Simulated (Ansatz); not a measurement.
Write a Python script for Ansatz's Python interface that makes a ranking of conformers of C3H7NO2, SMILES CC(O)NC=O. Level of theory (for the species named): MP2, cc-pVDZ basis, multiplicity 1.

`conformers_c3h7no2.py`
```python
import ansatz as az
from rdkit import Chem
from rdkit.Chem import AllChem

rd = Chem.AddHs(Chem.MolFromSmiles("CC(O)NC=O"))
ids = list(AllChem.EmbedMultipleConfs(rd, numConfs=20, randomSeed=583, pruneRmsThresh=0.4))
field = [energy for _, energy in AllChem.MMFFOptimizeMoleculeConfs(rd)]
distinct = {round(e, 2): i for i, e in zip(ids, field)}
chosen = sorted(distinct.items())[:4]
found = []
for force_field, index in chosen:
    geometry = az.Crystal.molecule()
    for atom, xyz in zip(rd.GetAtoms(), rd.GetConformer(index).GetPositions()):
        geometry = geometry.atom(atom.GetSymbol(), xyz.round(5).tolist())
    setup = geometry.calculation()
    setup = setup.basis(gaussian="cc-pVDZ")
    setup = setup.correlation("MP2", electrons="all")
    found.append(setup.run(threads=1).report["free_energy_ev"])
print("conformer   MMFF (kcal/mol)   this level (kJ/mol)")
for (force_field, index), e in zip(chosen, found):
    print(f"{index:9d} {force_field - chosen[0][0]:17.2f} {96.485332 * (e - min(found)):17.3f}")
```

```console
$ python conformers_c3h7no2.py
conformer   MMFF (kcal/mol)   this level (kJ/mol)
        1              0.00             0.000
        0              1.35             1.042
```

Caveats:
- These settings explore the input space; basis and method may be short of convergence.
- The conformers keep their force-field geometries.
- Hardware and time: 7.4 s on 1 thread of Arm Neoverse V1 (shared host), peak memory 0.33 GiB.
